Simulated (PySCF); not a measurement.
**How good is the calculation?**

Geometry (Å), atoms numbered from 1 in this order:
```xyz
9

F    -0.2799    0.9682   -2.0247
C    -0.2358    0.4082   -0.8165
C     0.9756   -0.0361   -0.2411
C     0.7590   -0.5703    0.9933
S    -0.8891   -0.5241    1.4280
C    -1.3373    0.2163   -0.0420
H     1.9386    0.0425   -0.7254
H     1.4857   -0.9900    1.6712
H    -2.3600    0.4704   -0.2678
```

Theoretical values (PySCF 2.14.0 with density-fitted response routines): geometry: PBE0-D3(BJ)/def2-TZVP, σ from GIAO-wB97X-D/pcSseg-2. One computed conformer, no relativistic terms, gas phase.

Reference values: estimated from measurements, as parent shift plus tabulated substituent increment (solution, not stated per compound (mostly CDCl3 or CCl4); Pretsch, Buehlmann, Badertscher, Structure Determination of Organic Compounds, 4th ed. (2009)).
| atoms | quantity | reference | computed | computed, scaled |
| --- | --- | --- | --- | --- |
| H8 | δ ¹H | 7.00 | 7.37 | 7.00 |
| H7 | δ ¹H | 6.69 | 7.09 | 6.75 |
| H9 | δ ¹H | 6.51 | 6.83 | 6.50 |

Computed shifts are σ(ref) − σ with the named reference compound (TMS for H and C) calculated as an isolated molecule at the same level. The measured values may be among those fitted. Empirical linear scaling, fitted to shifts measured mostly in CDCl3 for H and C (δ vs TMS): ¹H: δ = 29.41 − 0.924σ (rms 0.16 ppm, 293 shifts, 0.17 ppm with the 4 outliers that the fit left out). Occasional misses reach two or three times the rms, and more in compound classes unlike the fitted ones.

**Question.** How far are the unscaled ¹H shifts from the references?

**Answer.** Mean signed difference +0.36 ppm, mean absolute 0.36 ppm over 3 comparisons; the largest is +0.40 ppm at H7 (hydrogen on an aromatic CH).
